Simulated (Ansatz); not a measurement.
**C4H12N2: a ladder of functionals and wavefunction methods**

How much do the methods differ for C4H12N2? The plan is to run it at one geometry with functionals of several rungs and with coupled cluster. The yardstick is the atomisation energy at the CCSD(T) limit.

Program: Ansatz 0.2.0, Gaussian basis. Level of theory: functionals in def2-TZVPP, the program's frozen cores in correlated methods. These are calculated values, not measurements.

Levels to be run: LDA (SPW92), PBE-D4, revPBE-D4, BLYP-D4, r2SCAN-D4, B97M-V, PBE0-D4, B3LYP-D4, r2SCANh-D4, r2SCAN0-D4, HSE06-D4, BHLYP-D4, CAM-B3LYP-D4, LC-ωPBE, ωB97X-V, ωB97M-V, B2PLYP, PBE-QIDH; CCSD(T)/def2-SVP; CCSD(T)/def2-TZVPP; MP2/def2-QZVPP; extrapolation to the limit; RPA on PBE.

## 1. The relaxed structure

All runs share one geometry, relaxed beforehand with PBE0-D4 in a triple-zeta def2 set.

SMILES `CC(C)(C)NN`, 18 atoms, charge 0, spin multiplicity 1.

Atoms are counted from 1 here; the program's logs count them from 0.

Bond lengths: C1–C2 1.529 Å, C1–H7 1.095 Å, C1–H8 1.092 Å, C1–H9 1.093 Å, C2–C3 1.521 Å, C2–C4 1.521 Å, C2–N5 1.468 Å, C3–H10 1.092 Å, C3–H11 1.092 Å, C3–H12 1.095 Å, C4–H13 1.092 Å, C4–H14 1.091 Å, C4–H15 1.093 Å, N5–N6 1.410 Å, N5–H16 1.016 Å, N6–H17 1.010 Å, N6–H18 1.015 Å. Angles: C2–C1–H7 110.8°, C2–C1–H8 110.6°, C2–C1–H9 111.1°, H7–C1–H8 108.6°, H7–C1–H9 107.7°, H8–C1–H9 107.8°, C1–C2–C3 110.0°, C1–C2–C4 110.0°, C1–C2–N5 112.2°, C3–C2–C4 110.2°, C3–C2–N5 105.9°, C4–C2–N5 108.4°, C2–C3–H10 110.4°, C2–C3–H11 110.6°, C2–C3–H12 111.2°, H10–C3–H11 108.6°, H10–C3–H12 108.3°, H11–C3–H12 107.6° and more.

## 2. LDA

This LDA is Slater exchange with PW92 correlation.

in.yaml

```yaml
crystal:
  periodic: [false, false, false]
  atoms:
    - {symbol: C, position_ang: [-0.495999, -1.392898, -0.009107]}
    - {symbol: C, position_ang: [0.241674, -0.057132, -0.101997]}
    - {symbol: C, position_ang: [1.720150, -0.258556, 0.194661]}
    - {symbol: C, position_ang: [0.060122, 0.543629, -1.487905]}
    - {symbol: N, position_ang: [-0.238252, 0.912543, 0.890196]}
    - {symbol: N, position_ang: [-1.630413, 1.125873, 0.822689]}
    - {symbol: H, position_ang: [-0.379861, -1.833744, 0.986600]}
    - {symbol: H, position_ang: [-1.561244, -1.258814, -0.209293]}
    - {symbol: H, position_ang: [-0.106718, -2.108421, -0.737661]}
    - {symbol: H, position_ang: [2.251384, 0.694405, 0.149250]}
    - {symbol: H, position_ang: [2.167659, -0.942390, -0.529276]}
    - {symbol: H, position_ang: [1.868429, -0.687413, 1.191325]}
    - {symbol: H, position_ang: [0.627087, 1.473056, -1.574042]}
    - {symbol: H, position_ang: [-0.993131, 0.765511, -1.665279]}
    - {symbol: H, position_ang: [0.406074, -0.151061, -2.257051]}
    - {symbol: H, position_ang: [0.042970, 0.597410, 1.814379]}
    - {symbol: H, position_ang: [-1.824831, 2.078134, 1.097657]}
    - {symbol: H, position_ang: [-2.155081, 0.499877, 1.424865]}
basis:
  gaussian: {orbitals: def2-TZVPP}
hamiltonian: {xc: lda}
output: {orbitals: {seedname: orbitals}}
```

Launch:

```sh
$ ansatz run in.yaml --threads 2 --pin off --events-out ev --progress --plain --max-ram 22528MiB --backend cuda --devices 0, --max-vram 18GiB
```

After this run come: PBE-D4 (GGA); revPBE-D4 (GGA); BLYP-D4 (GGA); r2SCAN-D4 (meta-GGA); B97M-V (meta-GGA); PBE0-D4 (hybrid); B3LYP-D4 (hybrid); r2SCANh-D4 (hybrid); r2SCAN0-D4 (hybrid); HSE06-D4 (hybrid); BHLYP-D4 (hybrid); CAM-B3LYP-D4 (range-separated); LC-ωPBE (range-separated); ωB97X-V (range-separated); ωB97M-V (range-separated); B2PLYP (double hybrid); PBE-QIDH (double hybrid); CCSD(T) in def2-SVP; CCSD(T) in def2-TZVPP; MP2 in def2-QZVPP; RPA on PBE orbitals.

**Question.** What will the summary of the whole plan be? Wanted: atomisation energy, CCSD(T)/CBS; farthest beyond LDA; mean size of error, GGA; mean size of error, meta-GGA; mean size of error, hybrid; mean size of error, range-separated; mean size of error, double hybrid; gap, smallest and largest; T1 diagnostic.

As calculated:

| quantity | value |
| --- | --- |
| atomisation energy, CCSD(T)/CBS | 6770.2 kJ/mol |
| functionals within 33.9 kJ/mol (0.5 %) | revPBE-D4, BLYP-D4, r2SCAN-D4, B97M-V, B3LYP-D4, LC-ωPBE, ωB97X-V, ωB97M-V |
| farthest beyond LDA | BHLYP-D4 (-167.3 kJ/mol) |
| mean size of error, GGA | 52.9 kJ/mol |
| mean size of error, meta-GGA | 5.3 kJ/mol |
| mean size of error, hybrid | 67.6 kJ/mol |
| mean size of error, range-separated | 28.5 kJ/mol |
| mean size of error, double hybrid | 51.7 kJ/mol |
| gap, smallest and largest | 5.08 eV (BLYP-D4), 12.34 eV (LC-ωPBE) |
| T1 diagnostic | 0.0091 |
| triples share of the correlation energy | 3.8 % |

**Reading.** The LDA atomisation energy is off by 991.8 kJ/mol (15 %): it overbinds. PBE-D4 misses by +150.8 kJ/mol. Double hybrids carry the basis error of their MP2 part in triple zeta, and no dispersion term here, so their miss is partly the set-up's. The rungs meta-GGA, range-separated miss on average by less than the doubt on the reference (33.9 kJ/mol), so they tie. The reference freezes the cores and leaves out relativity and excitations past (T), so misses under about 33.9 kJ/mol can't be ranked. Hartree-Fock recovers 72 % of the binding; the rest is correlation. CCSD(T) in def2-SVP is off by -320.8 kJ/mol, which most functionals beat. The gap grows from 5.1 to 12.3 eV across the functionals, mostly with the share of exact exchange.
